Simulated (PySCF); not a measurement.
# Relaxation of singlet PO2(OH)

Level of theory: PBE0/[P def2-TZVP, O def2-TZVP, H def2-TZVP], no relativity, density fitting, PySCF. A (50,194) grid was used.

A hand-made T-shaped (ligand arrangement 2) (heavy-atom frame) start, of Cs symmetry, held to at least that symmetry:

```xyz
5
charge 0 multiplicity 1, angstrom
P     0.0093    0.0000   -0.3999
O     1.5983    0.0000   -0.3444
O    -1.5797    0.0000   -0.3444
O     0.0093    0.0000    1.3401
H    -0.7261    0.0000    1.9572
```

What forces act on the atoms at the start (eV/Å)?


```tsv
atom	Fx	Fy	Fz
P1	-0.51	0.00	9.55
O2	-5.07	0.00	-3.36
O3	4.36	0.00	-3.95
O4	1.92	0.00	-1.26
H5	-0.70	0.00	-0.98
```

What does it relax to?

It ends at Cs with O–H 0.967 Å, P–O 1.448 Å, P–O 1.454 Å, P–O 1.574 Å; H–O–P 111.3°, O–P–O 112.3°, O–P–O 113.9°, O–P–O 133.8°. A frequency run shows a minimum. Other isomers or separated fragments may lie lower.

How much energy is released, and in how many steps?

383.5 kJ/mol in 10 steps.
